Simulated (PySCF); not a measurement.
C2H6O, charge +1, multiplicity 2. Atoms are numbered in the order given.

```xyz
9

C      1.2174     0.0000    -0.1893
O      0.0000     0.0000     0.5028
C     -1.2174     0.0000    -0.1893
H      1.1074     0.0000    -1.2790
H      1.7960    -0.8695     0.2017
H      1.7960     0.8695     0.2017
H     -1.1074     0.0000    -1.2790
H     -1.7960     0.8695     0.2017
H     -1.7960    -0.8695     0.2017
```
Charge +1, spin multiplicity 2.

Coordinates come from a PBE-D3(BJ)/def2-TZVP optimisation. The spin state was assumed, not searched.

All values below come from PBE-D3(BJ)/def2-TZVP (PySCF).

Frequencies are harmonic and unscaled.

| mode | ν (cm⁻¹) | IR (km/mol) | moving atoms (share of kinetic energy) |
|---|---|---|---|
| 1 | 103 | 0.0 | H 95 % |
| 2 | 149 | 33.7 | H 72 %, O 24 % |
| 3 | 427 | 7.7 | H 37 %, C 35 %, O 28 % |
| 4 | 868 | 14.4 | C 64 %, O 19 %, H 17 % |
| 5 | 907 | 0.0 | H 81 %, C 19 % |
| 6 | 914 | 257.0 | C 38 %, O 36 %, H 26 % |
| 7 | 1074 | 0.4 | H 70 %, C 19 %, O 11 % |
| 8 | 1074 | 6.3 | H 73 %, C 25 % |
| 9 | 1182 | 0.6 | H 59 %, C 24 %, O 17 % |
| 10 | 1266 | 0.1 | H 96 % |
| 11 | 1281 | 0.0 | H 97 % |
| 12 | 1281 | 57.8 | H 95 % |
| 13 | 1313 | 169.4 | H 77 %, O 21 % |
| 14 | 1399 | 19.0 | H 91 %, C 9 % |
| 15 | 1443 | 42.4 | H 91 %, C 8 % |
| 16 | 2832 | 379.4 | H 97 % |
| 17 | 2856 | 0.0 | H 92 % |
| 18 | 2865 | 88.5 | H 91 %, C 9 % |
| 19 | 2873 | 0.3 | H 97 % |
| 20 | 3098 | 32.3 | H 91 %, C 9 % |
| 21 | 3101 | 1.4 | H 90 %, C 10 % |
